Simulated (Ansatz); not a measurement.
in.yaml

```yaml
crystal:
  periodic: [false, false, false]
  atoms:
    - {symbol: Si, position_ang: [0.000000, -0.071354, 1.278662]}
    - {symbol: Al, position_ang: [0.000000, 0.009012, -1.366639]}
    - {symbol: H, position_ang: [0.000000, 1.746987, 0.954557]}
basis:
  gaussian: {orbitals: 6-31G}
magnetization: {spin_polarized: true, initial_magnetization: 0}
hamiltonian: {xc: {name: PBE-QIDH}}
correlation: {electrons: outside_noble_gas}
```

```sh
$ ansatz run in.yaml --threads 1 --pin off --events-out ev --progress --plain --max-ram 2393MiB
```

Log:

```
310 factors; integrals over basis functions are off by at most 2.0e-4 eV
mean field evaluation 1: about -14470.4070 eV, gradient 8.2e0 eV
mean field evaluation 2: about -14470.4077 eV, gradient 8.2e0 eV
mean field evaluation 4: about -14471.5753 eV, gradient 6.2e-1 eV
mean field evaluation 8: about -14471.5837 eV, gradient 2.4e-2 eV
mean field evaluation 16: about -14471.5838 eV, gradient 3.1e-5 eV
mean field evaluation 32: about -14472.9061 eV, gradient 1.0e-3 eV
mean field evaluation 64: about -14472.8871 eV, gradient 5.3e-2 eV
mean field evaluation 96: about -14471.5838 eV, gradient 1.6e-3 eV
mean field -14472.90614897 eV, -531.8694908867 hartree, gradient 6.2e-8 eV, S^2 1.013401; 11 other end points of the search recorded, 0 dependent functions left out
10 core orbitals not correlated: weight in the atoms' cores, before any rotation towards them, 1.000 or more for the frozen orbitals, at most 0.000 for the correlated occupied ones
reference -14472.90615869 eV, -531.8694912438 hartree; 4, 4 occupied and 14, 14 virtual orbitals, 310 factors
second order -2.02884900 eV of doubles, -0.00000000 eV of singles
Total energy: -14473.58244169 eV, -531.8943441857 hartree
```

Ran on 1 thread of Arm Neoverse V1, shared host: 7 s wall, 0.09 GiB peak host memory.
